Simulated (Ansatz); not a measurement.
Rutile TiO2 was calculated with PBE0 (PAW; Ansatz, an electronic-structure program).

Numerical settings: plane-wave cutoff 500 eV, 6×6×8 k mesh (along the axes of the cell as run), gaussian smearing 0.02 eV, no spin polarisation, scalar-relativistic PAW data made under PBE.

Cell (relaxed with r²SCAN):

```xyz
6
Lattice="4.5966 0.0000 0.0000 0.0000 4.5966 0.0000 0.0000 0.0000 2.9536" Properties=species:S:1:pos:R:3 pbc="T T T"
Ti     0.0000     0.0000     0.0000
Ti     2.2983     2.2983     1.4768
O      1.4001     1.4001     0.0000
O      3.6984     0.8981     1.4768
O      0.8981     3.6984     1.4768
O      3.1964     3.1964     0.0000
```

### Question
Predict the band gap.

### Answer

* **band gap**: 4.14 eV (on the SCF k mesh)

Note: cell and atoms aren't relaxed at this level (largest force component 0.10 eV/Å, pressure -3.0 GPa).

Computed values are for the static lattice.

Cost on a shared machine: around 5 core-minutes (rough).
